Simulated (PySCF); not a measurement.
**singlet SiH2SCl+: levels of theory compared**

Wanted: a comparison of 4 runs (B2PLYP/STO-3G, M06-2X/STO-3G, wB97X-V/STO-3G, NEVPT2(2,2)/STO-3G) of singlet SiH2SCl+. Input form: a Python script.

The results are computed with PySCF 2.14.0.

2 further runs of the same task are left out: 2 set aside as unsound or not needed.

### Step 1. The structure to begin with

SiH2SCl+ has 5 atoms, charge +1, and is taken as a singlet. As SMILES of the parent species, `S[SiH]Cl`. Geometry: relaxed at PBE0-D4/def2-TZVP. This is one conformer, not always the lowest. That shape belongs to the parent species and isn't relaxed for this state.

Bond lengths: S1–Si2 2.132 Å, Si2–Cl3 2.053 Å, S1–H4 1.346 Å, Si2–H5 1.494 Å. Angles: S1–Si2–Cl3 106.0°, S1–Si2–H5 111.3°, Cl3–Si2–H5 107.7°, Si2–S1–H4 92.6°.

### Step 2. The energy at B2PLYP/STO-3G (run 1)

The input, calc.py:

```python
from pyscf import gto, dft, mp

system = gto.Mole()
system.atom = [
    ('S', (-1.489500, 0.144700, -0.110400)),
    ('Si', (0.633500, 0.085900, -0.296400)),
    ('Cl', (1.324100, 1.826800, 0.545500)),
    ('H', (-1.633000, -1.077000, -0.655900)),
    ('H', (1.214800, -1.053900, 0.475800)),
]
system.max_memory = 1860
system.verbose = 4
system.charge = 1
system.basis = 'sto-3g'
system.spin = 0
system.build()

ks = dft.RKS(system, xc='0.53*HF + 0.47*B88, 0.73*LYP')
ks.conv_tol = 1e-10
ks.grids.level = 5
ks.kernel()
if not ks.converged:
    ks = ks.newton().run(ks.mo_coeff, ks.mo_occ)

pt = mp.MP2(ks, frozen=15).run()
e_final = ks.e_tot + 0.27 * pt.e_corr
print('PT2 part  %.8f' % (0.27 * pt.e_corr))
print('E = %.10f Eh' % e_final)
```

Run with:

```
$ OMP_NUM_THREADS=1 python calc.py
```

Log:

```text
PySCF version 2.14.0

[INPUT] num. atoms = 5
[INPUT] num. electrons = 48
[INPUT] charge = 1
[INPUT] spin (= nelec alpha-beta = 2S) = 0
[INPUT] symmetry False subgroup None
[INPUT] Mole.unit = angstrom
[INPUT] Symbol           X                Y                Z      unit          X                Y                Z       unit  Magmom
[INPUT]  1 S     -1.489500000000   0.144700000000  -0.110400000000 AA   -2.814747062540   0.273443370225  -0.208625764152 Bohr   0.0
[INPUT]  2 Si     0.633500000000   0.085900000000  -0.296400000000 AA    1.197141499912   0.162327474100  -0.560114823321 Bohr   0.0
[INPUT]  3 Cl     1.324100000000   1.826800000000   0.545500000000 AA    2.502186361537   3.452151684355   1.030845600950 Bohr   0.0
[INPUT]  4 H     -1.633000000000  -1.077000000000  -0.655900000000 AA   -3.085922761415  -2.035235036157  -1.239471365102 Bohr   0.0
[INPUT]  5 H      1.214800000000  -1.053900000000   0.475800000000 AA    2.295639296122  -1.991582362679   0.899131690068 Bohr   0.0

[... 64 lines left out ...]
converged SCF energy = -1135.59484166946
[... 1 line left out ...]
******** <class 'pyscf.mp.mp2.RMP2'> ********
nocc = 9, nmo = 14
frozen orbitals 15
E(RMP2) = -1135.72732821627  E_corr = -0.13248654681672
E(SCS-RMP2) = -1135.73575036173  E_corr = -0.140908692278335
E_corr(same-spin) = -0.0208559583481486
E_corr(oppo-spin) = -0.111630588468571
PT2 part  -0.03577137
E = -1135.6306130371 Eh
```

It took 7.2 s on 1 thread of Arm Neoverse N1, shared host; peak memory 0.24 GiB.

### Step 3. A single-point energy at M06-2X/STO-3G (run 2)

The input, job.py:

```python
from pyscf import gto, dft

mol = gto.M(
    atom=[
    ('S', (-1.489500, 0.144700, -0.110400)),
    ('Si', (0.633500, 0.085900, -0.296400)),
    ('Cl', (1.324100, 1.826800, 0.545500)),
    ('H', (-1.633000, -1.077000, -0.655900)),
    ('H', (1.214800, -1.053900, 0.475800)),
],
    basis='sto-3g',
    charge=1,
    max_memory=1860,
    verbose=4,
)

myscf = dft.RKS(mol)
myscf.xc = 'm06-2x'
myscf.conv_tol = 1e-10
myscf.grids.level = 5
myscf.kernel()
if not myscf.converged:
    myscf = myscf.newton().run(myscf.mo_coeff, myscf.mo_occ)

e_final = myscf.e_tot
print('E(%s) = %.9f' % ('M06-2X', e_final))
```

Run with:

```
$ OMP_NUM_THREADS=1 python job.py
```

Log:

```text
PySCF version 2.14.0

[INPUT] num. atoms = 5
[INPUT] num. electrons = 48
[INPUT] charge = 1
[INPUT] spin (= nelec alpha-beta = 2S) = 0
[INPUT] symmetry False subgroup None
[INPUT] Mole.unit = angstrom
[INPUT] Symbol           X                Y                Z      unit          X                Y                Z       unit  Magmom
[INPUT]  1 S     -1.489500000000   0.144700000000  -0.110400000000 AA   -2.814747062540   0.273443370225  -0.208625764152 Bohr   0.0
[INPUT]  2 Si     0.633500000000   0.085900000000  -0.296400000000 AA    1.197141499912   0.162327474100  -0.560114823321 Bohr   0.0
[INPUT]  3 Cl     1.324100000000   1.826800000000   0.545500000000 AA    2.502186361537   3.452151684355   1.030845600950 Bohr   0.0
[INPUT]  4 H     -1.633000000000  -1.077000000000  -0.655900000000 AA   -3.085922761415  -2.035235036157  -1.239471365102 Bohr   0.0
[INPUT]  5 H      1.214800000000  -1.053900000000   0.475800000000 AA    2.295639296122  -1.991582362679   0.899131690068 Bohr   0.0

nuclear repulsion = 182.303621406366
number of shells = 17
number of NR pGTOs = 87
number of NR cGTOs = 29
basis = sto-3g
ecp = {}

******** <class 'pyscf.dft.rks.RKS'> ********
method = RKS
initial guess = minao
damping factor = 0
level_shift factor = 0
DIIS = <class 'pyscf.scf.diis.CDIIS'>
diis_start_cycle = 1
diis_space = 8
diis_damp = 0
SCF conv_tol = 1e-10
SCF conv_tol_grad = None
SCF max_cycles = 50
direct_scf = True
direct_scf_tol = 1e-13
XC library pyscf.dft.libxc version 7.0.0
    S. Lehtola, C. Steigemann, M. J.T. Oliveira, and M. A.L. Marques.,  SoftwareX 7, 1–5 (2018)
XC functionals = m06-2x
    Y. Zhao and D. G. Truhlar.,  Theor. Chem. Acc. 120, 215 (2008)
    Y. Zhao and D. G. Truhlar.,  Theor. Chem. Acc. 120, 215 (2008)
radial grids:
    Treutler-Ahlrichs [JCP 102, 346 (1995); DOI:10.1063/1.469408] (M4) radial grids

becke partition: Becke, JCP 88, 2547 (1988); DOI:10.1063/1.454033
pruning grids: <function nwchem_prune>
grids dens level: 5
symmetrized grids: False
atomic radii adjust function: <function treutler_atomic_radii_adjust>
small_rho_cutoff = 0
Set gradient conv threshold to 1e-05
Initial guess from minao.
tot grids = 176728
init E= -1135.81629855702
  HOMO = -0.308223793200511  LUMO = -0.141463842997492  gap/eV = 4.53777
cycle= 1 E= -1135.97806596519  delta_E= -0.162  |g|= 0.498  |ddm|= 2.69
  HOMO = -0.441968854840111  LUMO = -0.342332207434768  gap/eV = 2.71125
cycle= 2 E= -1135.81434401959  delta_E= 0.164  |g|= 0.82  |ddm|= 2.55
  HOMO = -0.498022544429877  LUMO = -0.310235689564747  gap/eV = 5.10994
cycle= 3 E= -1136.11830914833  delta_E= -0.304  |g|= 0.0912  |ddm|= 1.64
  HOMO = -0.488105899118427  LUMO = -0.296505577875359  gap/eV = 5.21371
cycle= 4 E= -1136.12354581093  delta_E= -0.00524  |g|= 0.0183  |ddm|= 0.296
  HOMO = -0.49582247206372  LUMO = -0.294473927574401  gap/eV = 5.47897
cycle= 5 E= -1136.12374066999  delta_E= -0.000195  |g|= 0.00262  |ddm|= 0.0439
  HOMO = -0.495971044440883  LUMO = -0.293877464727853  gap/eV = 5.49925
cycle= 6 E= -1136.12374625349  delta_E= -5.58e-06  |g|= 0.000432  |ddm|= 0.00853
  HOMO = -0.495974926436159  LUMO = -0.294012072366287  gap/eV = 5.49569
cycle= 7 E= -1136.12374653097  delta_E= -2.77e-07  |g|= 9.78e-05  |ddm|= 0.00232
  HOMO = -0.495956098892903  LUMO = -0.294010175304766  gap/eV = 5.49523
cycle= 8 E= -1136.12374654937  delta_E= -1.84e-08  |g|= 2.78e-05  |ddm|= 0.000615
  HOMO = -0.495964381905049  LUMO = -0.294010382172713  gap/eV = 5.49545
cycle= 9 E= -1136.12374655132  delta_E= -1.96e-09  |g|= 6.68e-06  |ddm|= 0.000227
  HOMO = -0.495964035939576  LUMO = -0.294011160752021  gap/eV = 5.49542
cycle= 10 E= -1136.12374655147  delta_E= -1.49e-10  |g|= 2.21e-06  |ddm|= 6.99e-05
  HOMO = -0.495963875884227  LUMO = -0.294011334163379  gap/eV = 5.49541
cycle= 11 E= -1136.12374655148  delta_E= -1.14e-11  |g|= 5.7e-07  |ddm|= 1.79e-05
  HOMO = -0.495963715225604  LUMO = -0.294011274597008  gap/eV = 5.49541
Extra cycle  E= -1136.12374655148  delta_E= 3.18e-12  |g|= 2.59e-07  |ddm|= 2.6e-06
converged SCF energy = -1136.12374655148
E(M06-2X) = -1136.123746551
```

Wall time 10 s (1 thread of Arm Neoverse N1, shared host); peak memory 0.24 GiB.

Run 3 isn't shown in full; the table further down has it.

### Step 4. The energy at NEVPT2(2,2)/STO-3G (run 4)

The input, run.py:

```python
import numpy
from pyscf import gto, scf, mp, mcscf, mrpt

mol = gto.Mole()
mol.atom = '''
S     -2.814747     0.273443    -0.208626
Si     1.197141     0.162327    -0.560115
Cl     2.502186     3.452152     1.030846
H     -3.085923    -2.035235    -1.239471
H      2.295639    -1.991582     0.899132
'''
mol.verbose = 4
mol.charge = 1
mol.unit = 'bohr'
mol.basis = 'sto-3g'
mol.max_memory = 1860
mol.build()

myscf = scf.RHF(mol)
myscf.conv_tol = 1e-10
myscf.kernel()
if not myscf.converged:
    myscf = myscf.newton().run(myscf.mo_coeff, myscf.mo_occ)

pt = mp.MP2(scf.addons.convert_to_uhf(myscf)).run()
noons, natorbs = mcscf.addons.make_natural_orbitals(pt)
print('natural occupations', numpy.round(noons[:40], 4))
cas = mcscf.CASSCF(myscf, 2, 2)
cas.fix_spin_(ss=0.0)
cas.natorb = True
cas.kernel(natorbs)
e_pt2 = mrpt.NEVPT(cas).kernel()
energy = cas.e_tot + e_pt2
print(f'total energy: {energy:.8f} hartree')
```

Run with:

```
$ OMP_NUM_THREADS=1 python run.py
```

Log:

```text
PySCF version 2.14.0

[INPUT] num. atoms = 5
[INPUT] num. electrons = 48
[INPUT] charge = 1
[INPUT] spin (= nelec alpha-beta = 2S) = 0
[INPUT] symmetry False subgroup None
[INPUT] Mole.unit = bohr
[INPUT] Symbol           X                Y                Z      unit          X                Y                Z       unit  Magmom
[INPUT]  1 S     -1.489499966905   0.144699804086  -0.110400124805 AA   -2.814747000000   0.273443000000  -0.208626000000 Bohr   0.0
[INPUT]  2 Si     0.633499735458   0.085899749117  -0.296400093494 AA    1.197141000000   0.162327000000  -0.560115000000 Bohr   0.0
[INPUT]  3 Cl     1.324099808683   1.826800167032   0.545500211168 AA    2.502186000000   3.452152000000   1.030846000000 Bohr   0.0
[INPUT]  4 H     -1.633000126254  -1.076999980867  -0.655899806796 AA   -3.085923000000  -2.035235000000  -1.239471000000 Bohr   0.0
[INPUT]  5 H      1.214799843299  -1.053899808078   0.475800164009 AA    2.295639000000  -1.991582000000   0.899132000000 Bohr   0.0

[... 50 lines left out ...]
converged SCF energy = -1134.31936083828
[... 33 lines left out ...]
sorting_mo_energy = False
[... 24 lines left out ...]
1-step CASSCF converged in   5 macro ( 53 JK  17 micro) steps
[... 2 lines left out ...]
Natural orbital (expansion on meta-Lowdin AOs) in CAS space
[... 8 lines left out ...]
CASSCF energy = -1134.35036033763
[... 2 lines left out ...]
******** <class 'pyscf.mrpt.nevpt2.NEVPT'> ********
NEVPT2 (1e+1e, 2o), ncore = 23, nvir = 4
root = 0
Natural occ [1.82457582 0.17542418]
Natural orbital (expansion on meta-Lowdin AOs) in CAS space
               #1        #2
0 S 1s           0.00028  -0.00010
0 S 2s          -0.00285   0.00210
0 S 3s           0.12873  -0.01146
[... 25 lines of this table left out ...]
4 H 1s           0.08110  -0.15354
<CAS-nat-orb|mo-hf>  24     24       0.77714028
<CAS-nat-orb|mo-hf>  25     25      -0.95300042
Sr    (-1)',   E = -0.00000000032048
Si    (+1)',   E = -0.00000000133748
Sijrs (0)  ,   E = -0.04443891338328
Sijr  (+1) ,   E = -0.00783071702929
Srsi  (-1) ,   E = -0.00208003370525
Srs   (-2) ,   E = -0.00022360057786
Sij   (+2) ,   E = -0.00109174075614
Sir   (0)' ,   E = -0.01292227978626
Nevpt2 Energy = -0.068587286896047
total energy: -1134.41894762 hartree
```

Wall time 1.7 s (1 thread of Arm Neoverse N1, shared host); peak memory 0.12 GiB.

### Step 5. All runs side by side

| run | level | frozen core orbitals | nlc grid | energy (Eh) | HOMO energy (eV) | LUMO energy (eV) | HOMO–LUMO gap (eV) | wall time |
| --- | --- | --- | --- | --- | --- | --- | --- | --- |
| 1 | B2PLYP/STO-3G | 15 | – | -1135.630613 | -13.34 | -7.59 | 5.75 | 7.2 s |
| 2 | M06-2X/STO-3G | – | – | -1136.123747 | -13.50 | -8.00 | 5.50 | 10 s |
| 3 | wB97X-V/STO-3G | – | 1 | -1135.938688 | -14.63 | -6.78 | 7.85 | 48 s |
| 4 | NEVPT2(2,2)/STO-3G | – | – | -1134.418948 | -15.12 | -5.41 | 9.71 | 1.7 s |

### Step 6. What came out

| quantity | value |
| --- | --- |
| run 4: total energy | -1134.41895 Eh |
| run 4: HOMO energy (Hartree–Fock orbitals) | -15.12 eV |
| run 4: LUMO energy (Hartree–Fock orbitals) | -5.41 eV |
| run 4: HOMO–LUMO gap (Hartree–Fock orbitals) | 9.71 eV |

What this shows: Over runs 1, 2, 3 the HOMO–LUMO gap runs from 5.50 eV (M06-2X/STO-3G) to 7.85 eV (wB97X-V/STO-3G). Totals of different functionals can't be ranked against each other. In runs 1, 2, 3, 4 the basis is minimal, so the values are rough. All runs together took 67 s, the longest 48 s.
